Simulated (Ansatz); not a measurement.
in.yaml

```yaml
crystal:
  periodic: [false, false, false]
  atoms:
    - {symbol: Ru, position_ang: [0.000000, 0.000000, -0.069300]}
    - {symbol: O, position_ang: [0.000000, 0.000000, -1.684400]}
    - {symbol: F, position_ang: [0.000000, 0.000000, 1.753700]}
basis:
  gaussian: {orbitals: def2-SVP}
total_charge: 1
magnetization: {spin_polarized: true, initial_magnetization: 0}
hamiltonian: {xc: {name: B2PLYP}}
correlation: {electrons: outside_noble_gas}
```

```sh
$ ansatz run in.yaml --threads 1 --pin off --events-out ev --progress --plain --max-ram 4096MiB --backend cpu
```

Log:

```
588 factors; integrals over basis functions are off by at most 1.3e-3 eV
mean field evaluation 1: about -7309.1758 eV, gradient 4.6e1 eV
mean field evaluation 2: about -7309.2641 eV, gradient 4.6e1 eV
mean field evaluation 4: about -7315.0988 eV, gradient 1.6e1 eV
mean field evaluation 8: about -7316.0570 eV, gradient 1.8e-1 eV
mean field evaluation 16: about -7316.0802 eV, gradient 4.1e-4 eV
mean field evaluation 32: about -7316.0803 eV, gradient 3.2e-3 eV
mean field evaluation 64: about -7316.0769 eV, gradient 1.8e-1 eV
mean field evaluation 96: about -7315.9236 eV, gradient 1.1e0 eV
mean field -7316.08030703 eV, -268.8609922659 hartree, gradient 3.5e-6 eV, S^2 0.022111; 8 other end points of the search recorded, 0 dependent functions left out
6 core orbitals not correlated: weight in the atoms' cores, before any rotation towards them, 0.991 or more for the frozen orbitals, at most 0.005 for the correlated occupied ones
reference -7316.08044859 eV, -268.8609974682 hartree; 10, 10 occupied and 43, 43 virtual orbitals, 588 factors
second order -25.29346736 eV of doubles, -0.00000000 eV of singles
Total energy: -7322.90968478 eV, -269.1119672691 hartree
```

Ran on 1 thread of AMD EPYC 7R13, shared host: 14 s wall, 0.18 GiB peak host memory.
